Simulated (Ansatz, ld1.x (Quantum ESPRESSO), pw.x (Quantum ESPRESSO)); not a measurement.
**pw.x on bcc P: one setting changed**

Potential: norm-conserving Troullier–Martins (Kleinman–Bylander form), ld1.x (Quantum ESPRESSO) 7.5, PBEsol; core [Ne], reference 3s2 3p3; waves: 3s (bound): rc 1.34 bohr; 3p (bound): rc 1.70 bohr; 3d channel at -0.1 Ry: rc 1.54 bohr; local part: the d channel; core correction: Bessel-smoothed model core inside 0.70 bohr.

The reference run (k-mesh 15³, cutoffs 85/340 Ry, Fermi–Dirac 0.01 Ry, mixing_beta 0.4, conv_thr 1e-9, no spin) gives -2.00 GPa at 13.798 Å³/atom, where all-electron LAPW gives -1.04 GPa. This run, with its own iteration cap, changes k-mesh points per axis to 6.

```
&control
  calculation='scf', prefix='x', pseudo_dir='./', outdir='./tmp', tstress=.true., disk_io='none'
/
&system
  ibrav=0, nat=1, ntyp=1, ecutwfc=85, ecutrho=340, nbnd=9,
  occupations='smearing', smearing='fd', degauss=0.01
/
&electrons
  conv_thr=1e-09, mixing_beta=0.4, electron_maxstep=60
/
ATOMIC_SPECIES
P 1.0 P.UPF
CELL_PARAMETERS angstrom
  -1.51095681 1.51095681 1.51095681
  1.51095681 -1.51095681 1.51095681
  1.51095681 1.51095681 -1.51095681
ATOMIC_POSITIONS crystal
P 0.0000 0.0000 0.0000
K_POINTS automatic
6 6 6 0 0 0
```

```bash
pw.x < P.scf.in > P.scf.out
```

Problem. How does the run end?

Solution. It converges in 6 iterations; the free energy moves by +74.8 meV/atom and the pressure by -1.78 GPa.

```
Message from routine setup:
     using ibrav=0 with symmetry is DISCOURAGED, use correct ibrav instead
     lattice parameter (alat)  =       4.9455  a.u.
     unit-cell volume          =      93.1135 (a.u.)^3
     number of electrons       =         5.00
     number of Kohn-Sham states=            9
     kinetic-energy cutoff     =      85.0000  Ry
     charge density cutoff     =     340.0000  Ry
     scf convergence threshold =      1.0E-09
     Exchange-correlation= PBESOL
     number of k points=    16  Fermi-Dirac smearing, width (Ry)=  0.0100
     iteration #  1     ecut=    85.00 Ry     beta= 0.40
     total energy              =     -32.89950891 Ry
     estimated scf accuracy    <       0.00257211 Ry
     iteration #  2     ecut=    85.00 Ry     beta= 0.40
     total energy              =     -32.89933068 Ry
     estimated scf accuracy    <       0.00069589 Ry
     iteration #  3     ecut=    85.00 Ry     beta= 0.40
     total energy              =     -32.89939237 Ry
     estimated scf accuracy    <       0.00001062 Ry
     iteration #  4     ecut=    85.00 Ry     beta= 0.40
     total energy              =     -32.89939809 Ry
     estimated scf accuracy    <       0.00000011 Ry
     iteration #  5     ecut=    85.00 Ry     beta= 0.40
     total energy              =     -32.89939819 Ry
     estimated scf accuracy    <       0.00000001 Ry
     iteration #  6     ecut=    85.00 Ry     beta= 0.40
     the Fermi energy is    11.4114 ev
!    total energy              =     -32.89939819 Ry
     estimated scf accuracy    <          4.6E-11 Ry
     smearing contrib. (-TS)   =      -0.00296468 Ry
     The total energy is F=E-TS. E is the sum of the following terms:
     one-electron contribution =       6.25536883 Ry
     hartree contribution      =       0.18470069 Ry
     xc contribution           =     -23.40455022 Ry
     ewald contribution        =     -15.93195280 Ry
     convergence has been achieved in   6 iterations
          total   stress  (Ry/bohr**3)                   (kbar)     P=      -37.85
     Message from routine punch:
     Nothing written, as per user request (disk_io='none')
```

The run took about 1.7 s on one core of a shared host (Neoverse-V2, 32 threads, 247 GiB, load 29).
